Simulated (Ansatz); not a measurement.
A trace of molecular dynamics of H$_{5}$SSi$_{2}$ (8 atoms, charge -1, multiplicity 1).

These are results of RKS PBE/def2-SVP (Ansatz 0.2.0), not measurements.

```yaml
ensemble: NVT, Nosé–Hoover chain
set_temperature: 700 K
thermostat: time constant 100 fs, chain length 3 (defaults)
seed: 586863
```

```json
{"time (fs)": "0.0", "T (K)": "700", "potential energy less start (eV)": "0.000", "conserved less start (meV/atom)": "0.00"}
{"time (fs)": "6.0", "T (K)": "337", "potential energy less start (eV)": "0.350", "conserved less start (meV/atom)": "8.54"}
{"time (fs)": "12.0", "T (K)": "276", "potential energy less start (eV)": "0.420", "conserved less start (meV/atom)": "11.22"}
{"time (fs)": "18.0", "T (K)": "495", "potential energy less start (eV)": "0.206", "conserved less start (meV/atom)": "5.37"}
{"time (fs)": "24.0", "T (K)": "461", "potential energy less start (eV)": "0.228", "conserved less start (meV/atom)": "4.43"}
{"time (fs)": "30.0", "T (K)": "388", "potential energy less start (eV)": "0.279", "conserved less start (meV/atom)": "3.24"}
{"time (fs)": "36.0", "T (K)": "373", "potential energy less start (eV)": "0.309", "conserved less start (meV/atom)": "4.92"}
{"time (fs)": "42.0", "T (K)": "336", "potential energy less start (eV)": "0.338", "conserved less start (meV/atom)": "4.20"}
{"time (fs)": "48.0", "T (K)": "320", "potential energy less start (eV)": "0.385", "conserved less start (meV/atom)": "7.83"}
{"time (fs)": "54.0", "T (K)": "462", "potential energy less start (eV)": "0.259", "conserved less start (meV/atom)": "4.73"}
{"time (fs)": "60.0", "T (K)": "379", "potential energy less start (eV)": "0.361", "conserved less start (meV/atom)": "8.25"}
{"time (fs)": "66.0", "T (K)": "185", "potential energy less start (eV)": "0.551", "conserved less start (meV/atom)": "11.91"}
{"time (fs)": "72.0", "T (K)": "372", "potential energy less start (eV)": "0.363", "conserved less start (meV/atom)": "5.20"}
{"time (fs)": "78.0", "T (K)": "480", "potential energy less start (eV)": "0.290", "conserved less start (meV/atom)": "5.01"}
{"time (fs)": "84.0", "T (K)": "288", "potential energy less start (eV)": "0.497", "conserved less start (meV/atom)": "10.77"}
{"time (fs)": "90.0", "T (K)": "266", "potential energy less start (eV)": "0.593", "conserved less start (meV/atom)": "18.74"}
{"time (fs)": "96.0", "T (K)": "305", "potential energy less start (eV)": "0.526", "conserved less start (meV/atom)": "12.13"}
{"time (fs)": "102.0", "T (K)": "374", "potential energy less start (eV)": "0.438", "conserved less start (meV/atom)": "6.16"}
{"time (fs)": "108.0", "T (K)": "459", "potential energy less start (eV)": "0.368", "conserved less start (meV/atom)": "3.53"}
{"time (fs)": "114.0", "T (K)": "408", "potential energy less start (eV)": "0.461", "conserved less start (meV/atom)": "7.90"}
{"time (fs)": "120.0", "T (K)": "295", "potential energy less start (eV)": "0.598", "conserved less start (meV/atom)": "11.72"}
```

Q: Is this trajectory sound?

A: The conserved energy wandered by up to 18.7 meV per atom (net 11.7 meV per atom), which is poor conservation. The mean temperature of the second half is 50 % below the set value. A step of 3 fs is long for free X–H stretches (periods near 10 fs) and can bias their spread and the temperature. A run of 0.12 ps of so small a system gives no equilibrium averages. Limits of this set-up: an anion without diffuse functions, the dipole of an ion depends on the origin. The time step was 3 fs.

The run took 52 s on 1 thread of Arm Neoverse V2, on a shared host, peak memory 0.1 GiB.
